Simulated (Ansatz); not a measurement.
in.yaml

```yaml
crystal:
  periodic: [false, false, false]
  atoms:
    - {symbol: B, position_ang: [0.000000, 0.000000, 1.776800]}
    - {symbol: Si, position_ang: [0.000000, 0.000000, -0.085500]}
    - {symbol: N, position_ang: [0.000000, 0.000000, -1.691300]}
basis:
  gaussian: {orbitals: "6-31G*"}
total_charge: 1
magnetization: {spin_polarized: false, initial_magnetization: 3}
correlation: {method: bccd_t, electrons: valence}
scf: {omitted_lower_state_checks: [cluster_reference]}
```

```sh
$ ansatz run in.yaml --threads 1 --pin off --events-out ev --progress --plain --max-ram 2393MiB
```

Output:

```
these checks for a lower state are left out or cut short: cluster_reference
443 factors; integrals over basis functions are off by at most 9.7e-4 eV
mean field evaluation 1: about -9989.7909 eV, gradient 4.5e1 eV
mean field evaluation 2: about -9989.8354 eV, gradient 4.4e1 eV
mean field evaluation 4: about -9995.7746 eV, gradient 2.2e1 eV
mean field evaluation 8: about -9999.2768 eV, gradient 1.5e0 eV
mean field evaluation 16: about -9999.3192 eV, gradient 4.5e-5 eV
mean field evaluation 32: about -9999.5991 eV, gradient 2.9e-6 eV
mean field evaluation 64: about -9999.5991 eV, gradient 2.4e-6 eV
mean field evaluation 96: about -9998.5547 eV, gradient 1.3e-1 eV
mean field evaluation 128: about -9999.3192 eV, gradient 2.8e-6 eV
mean field evaluation 160: about -9999.1779 eV, gradient 1.5e0 eV
...
cycle  12  -7.33092342 eV  change   -4.6e-4 eV  update   3.5e-4
cycle  13  -7.33064233 eV  change    2.8e-4 eV  update   2.4e-4
cycle  14  -7.33081834 eV  change   -1.8e-4 eV  update   1.6e-4
cycle  15  -7.33066589 eV  change    1.5e-4 eV  update   1.2e-4
cycle  16  -7.33062116 eV  change    4.5e-5 eV  update   8.5e-5
cycle  17  -7.33064549 eV  change   -2.4e-5 eV  update   5.0e-5
cycle  18  -7.33062487 eV  change    2.1e-5 eV  update   2.9e-5
cycle  19  -7.33062645 eV  change   -1.6e-6 eV  update   1.9e-5
cycle  20  -7.33062802 eV  change   -1.6e-6 eV  update   1.2e-5
cycle  21  -7.33063113 eV  change   -3.1e-6 eV  update   7.9e-6
perturbative correction -0.47840287 eV, -0.0175809812 hartree
Total energy: -10007.40810249 eV, -367.7654645015 hartree
Checks for a lower state left out: cluster_reference
```

Ran on 1 thread of Arm Neoverse V2, shared host: 3.5 s wall, 0.16 GiB peak host memory.
